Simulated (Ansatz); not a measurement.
**BNH4: small, medium and large basis sets**

The task here is to estimate one member of a computed series from the others.

The runs use Ansatz 0.2.0, Gaussian basis; one geometry, several basis sets.

The runs, in order: PBE0-D4/def2-SVP; ωB97M-V/def2-SVP; PBE0-D4/def2-QZVPP; ωB97M-V/def2-QZVPP; CCSD(T)/cc-pV(D+d)Z; CCSD(T)/cc-pV(T+d)Z; CCSD(T)/cc-pV(Q+d)Z; the functionals' def2-TZVPP values are taken from earlier runs.

## Structure used throughout

An earlier PBE0-D4 in a triple-zeta def2 set relaxation fixed the geometry.

SMILES `BN`, 6 atoms, charge 0, spin multiplicity 1.

Atoms are counted from 1 here; the program's logs count them from 0.

Bond lengths: B1–N2 1.385 Å, B1–H3 1.197 Å, B1–H4 1.197 Å, N2–H5 1.006 Å, N2–H6 1.006 Å. Angles: N2–B1–H3 119.0°, N2–B1–H4 119.0°, H3–B1–H4 122.0°, B1–N2–H5 123.2°, B1–N2–H6 123.2°, H5–N2–H6 113.5°.

Set-up of the first run:

Contents of in.yaml:

```yaml
crystal:
  periodic: [false, false, false]
  atoms:
    - {symbol: B, position_ang: [-0.128174, -0.679645, -0.025624]}
    - {symbol: N, position_ang: [0.146062, 0.677372, 0.010773]}
    - {symbol: H, position_ang: [0.225780, -1.368032, 0.887485]}
    - {symbol: H, position_ang: [-0.711995, -1.128714, -0.969244]}
    - {symbol: H, position_ang: [-0.121616, 1.313666, -0.720835]}
    - {symbol: H, position_ang: [0.632043, 1.121353, 0.771348]}
basis:
  gaussian: {orbitals: def2-SVP}
hamiltonian: {xc: pbe0, dispersion: d4}
output: {orbitals: {seedname: orbitals}}
```

Steps of the session up to this table: PBE0-D4 in def2-SVP; ωB97M-V in def2-SVP; PBE0-D4 in def2-QZVPP; ωB97M-V in def2-QZVPP.

One of the session's tables, all rows but one given; the rest of the session is left out.

```
functional       basis  HOMO (eV)  LUMO (eV)
   PBE0-D4    def2-SVP      -8.57       0.57
   PBE0-D4  def2-TZVPP      -8.70       0.23
   PBE0-D4  def2-QZVPP      -8.72       0.13
   ωB97M-V    def2-SVP     -10.99       2.67
   ωB97M-V  def2-TZVPP          ?          ?
   ωB97M-V  def2-QZVPP     -11.14       1.74
```

**Question.** Estimate the row for ωB97M-V, def2-TZVPP.

As computed: HOMO (eV): -11.12; LUMO (eV): 2.06. In the column «HOMO (eV)» it lies between ωB97M-V, def2-QZVPP (-11.14) and ωB97M-V, def2-SVP (-10.99).
